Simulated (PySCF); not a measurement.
A search over the determinants of LiMg⁺

Unrestricted PBE0; Li cc-pVDZ, Mg cc-pVDZ; no relativity (PySCF 2.14). Outer shells of the fragments: Li+ closed shells only; Mg 3s2.

Followed along the bond (rough minima from three points):

| 2Ms+1 | unpaired | ⟨S²⟩ at the start | R at minimum (Å) | Te (eV) |
| --- | --- | --- | --- | --- |
| 1 | none | 0.00 | 2.91 | 0.00 |
| 3 | σ ↑↑ | 2.00 | none in the scan | ≤ 1.98 |

Solutions found at the starting distance of 2.740 Å, counted from the lowest of them; the search is not exhaustive and high or unbound solutions are not listed, so other states can lie among these:

| 2Ms+1 | unpaired | term | E (eV) | ⟨S²⟩ | ⟨Lz²⟩ | μ (D) |
| --- | --- | --- | --- | --- | --- | --- |
| 1 | none | ¹Σ⁺ | 0.00 | 0.00 | 0.00 | -4.69 |
| 3 | σ ↑↑ | ³Σ⁺ | 2.31 | 2.00 | 0.00 | -6.10 |
| 3 | σ ↑, π ↑ | ³Π | 3.03 | 2.00 | 1.00 | -3.79 |
| 1 | σ ↑, π ↓ | mixed | 3.69 | 1.00 | 1.00 | -3.52 |

A term symbol is given only where ⟨S²⟩ and ⟨Lz²⟩ are close to those of a pure state; real π, δ and φ orbitals otherwise mix terms. A positive dipole points towards Mg; it is taken about the centre of mass and depends on that origin.

Counting both spins, an empty level lies below a filled one in some of these solutions, because spin and occupation are held.
